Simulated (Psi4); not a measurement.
Reaction (SMILES): C#N (CH-N) → [C-]#[NH+] (C-NH)
B3LYP-D3(BJ)/def2-TZVP geometries, fixed; electronic energies without zero-point terms.
Largest species:
```
C
N 1 1.1462
H 1 1.0667 2 180.00
```
Charge 0, spin multiplicity 1.

Effect of the treatment of two-electron integrals at MP2/def2-TZVP with Psi4, against the last row, where the isomerisation energy is 18.16 kcal/mol. Cores are frozen.

```csv
setting,largest shift of a total energy (mEh),shift of the isomerisation energy (kcal/mol)
scf_type: df,0.086,-0.002
scf_type: cd,0.027,-0.002
scf_type: pk,0.000,0.000
```

Within 0.02 kcal/mol in the isomerisation energy: scf_type: df; scf_type: cd. The largest shift is 0.086 mEh in a total energy and 0.002 kcal/mol in the difference.
